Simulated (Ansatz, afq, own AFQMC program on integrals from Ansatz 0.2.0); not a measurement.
# AFQMC, coupled cluster and functionals along a coordinate of BSiH₂, quartet

```xyz
4

Si    0.0000   -0.0471    0.5518
B     0.0000   -0.0605   -1.3633
H     0.0000    1.1711    1.4474
H     0.0000    0.7893   -2.2001
```

The Si1–B2 distance is changed with both sides rigid. Energies in mEh count from this geometry (1.915 Å) at the same level; the start stands on UHF, each point on the determinant named.

Basis cc-pVDZ. Noble-gas cores (and the filled d shells of Ga–Kr and In–Xe) are frozen. Ansatz 0.2.0 and our own AFQMC program on the same integrals; the CISD trial comes from CCSD amplitudes, and released means the phaseless constraint is let go. ± is one standard error of the sampling.

Cautions, each for one point or more: higher spins were not checked; lower spins were not checked; raised T1 diagnostic; the ph-AFQMC/CISD walk drifts between its halves.

| r(Si1–B2) / Å | det. | T1 | weight | ⟨S²⟩ | r2SCAN | MP2 | CCSD(T) |
| --- | --- | --- | --- | --- | --- | --- | --- |
| 1.745 | UHF | 0.020 | 0.90 | 3.76 | 14.6 | 15.8 | 17.1 |
| 2.148 | UHF | 0.033 | 0.88 | 3.76 | 10.0 | 10.0 | 8.0 |
| 2.620 | UHF | 0.043 | 0.85 | 3.78 | 58.5 | 61.6 | 55.1 |
| 5.275 | UHF | 0.017 | 0.89 | 3.77 | 137.0 | 120.8 | 118.1 |

Q: Estimate the curve of CCSDT(Q), counted from the same start.

A: 
| r(Si1–B2) / Å | det. | T1 | weight | ⟨S²⟩ | CCSDT(Q) | ph-AFQMC/CISD | released AFQMC |
| --- | --- | --- | --- | --- | --- | --- | --- |
| 1.745 | UHF | 0.020 | 0.90 | 3.76 | 17.3 | 17.7 ± 0.4 | 17.5 ± 0.5 |
| 2.148 | UHF | 0.033 | 0.88 | 3.76 | 7.7 | 8.1 ± 0.5 | 8.0 ± 0.6 |
| 2.620 | UHF | 0.043 | 0.85 | 3.78 | 53.5 | 54.9 ± 0.7 | 54.1 ± 0.8* |
| 5.275 | UHF | 0.017 | 0.89 | 3.77 | 118.8 | 119.2 ± 0.4 | 118.7 ± 0.5 |

Weight is that of the determinant in the CISD state; at the start T1 is 0.025 and the weight 0.89, and ⟨S²⟩ is 3.76. An asterisk marks released energies that aren't shown to be converged. Largest departures from CCSDT(Q), at the points where its series has closed: CCSD(T) -0.6 mEh at 5.275 (on UHF), ph-AFQMC/CISD 0.4 mEh at 1.745 (on UHF) (within the noise), released AFQMC 0.3 mEh at 2.148 (on UHF) (within the noise), r2SCAN 18.3 mEh at 5.275, MP2 2.3 mEh at 2.148 (on UHF). Functionals count only at points shown to share the start's state and spin. In this small basis the wave-function levels are far from their limit, so their gap to the functionals isn't the functionals' error.

CCSDT and higher add their correlation energy to the determinant of the CCSD(T) run, since their own runs factorise the integrals more tightly (a shift of under 2 meV). A walk keeps the symmetry of its determinant, which the program's search chose and which needn't be the lowest solution, so a lower state of the same spin and another symmetry isn't excluded.
